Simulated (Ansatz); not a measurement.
System: molecular chlorine, Cl2, charge 0, multiplicity 1. SMILES: ClCl
Structure (B3LYP-D3(BJ)/def2-TZVP (Ansatz, a quantum-chemistry and plane-wave program) minimum search):
```
Cl
Cl 1 2.0135
```

Wanted: atomisation energy, in kcal/mol. Terms: valence correlation only; 6-31G* and kin with 6d, 5d where marked; LANL2DZ with its own core potentials from Na on; 6-311+G** with 5d, 6d on Na to Ar in Ansatz; atomisation electronic, to ground-state atoms; UHF or UKS for open shells; non-relativistic; spin-orbit terms left out. Basis-set limits of correlation are two-point, X^-3; Hartree-Fock from the larger set (for Q and 5 zeta extrapolated as (X+1)exp(-9√X)). Ab initio and DFT rows: single points at B3LYP-D3(BJ) geometries (Ansatz).

Coupled cluster (Ansatz) is a level with limits of its own, used here on species with T1 under 0.025 (0.045 for open shells) and stable references: CCSD(T)/CBS(cc-pV(Q+d)Z,cc-pV(5+d)Z).

Value to compare with, CCSD(T)/CBS(cc-pV(Q+d)Z,cc-pV(5+d)Z) (Ansatz): 59.5 kcal/mol.

| level | program | atomisation energy (kcal/mol) | difference |
|---|---|---|---|
| B3LYP/STO-3G | Ansatz | 53.1 | -6.4 |
| B3LYP/3-21G | Ansatz | 26.0 | -33.5 |
| B3LYP/LANL2DZ | Ansatz | 22.5 | -37.0 |
| B3LYP/6-31G | Ansatz | 26.5 | -33.0 |
| B3LYP/6-31G* | Ansatz | 48.4 | -11.1 |
| B3LYP/6-31+G* | Ansatz | 47.6 | -11.9 |
| B3LYP/def2-SVP | Ansatz | 50.7 | -8.8 |
| B3LYP/cc-pVDZ | Ansatz | 49.8 | -9.7 |
| B3LYP/6-311+G** | Ansatz | 47.5 | -12.0 |
| B3LYP/def2-TZVPD | Ansatz | 55.5 | -4.0 |

Among the 9 habitual levels, B3LYP/LANL2DZ lies farthest from CCSD(T)/CBS(cc-pV(Q+d)Z,cc-pV(5+d)Z) (Ansatz) (-37.0 kcal/mol) and B3LYP/STO-3G nearest (-6.4); 0 of 9 lie above it, and their mean absolute difference is 18.2 kcal/mol, the median 11.9. One case shows no general order.

The sets are all those run for this method; runs whose electronic state is in doubt are left out.
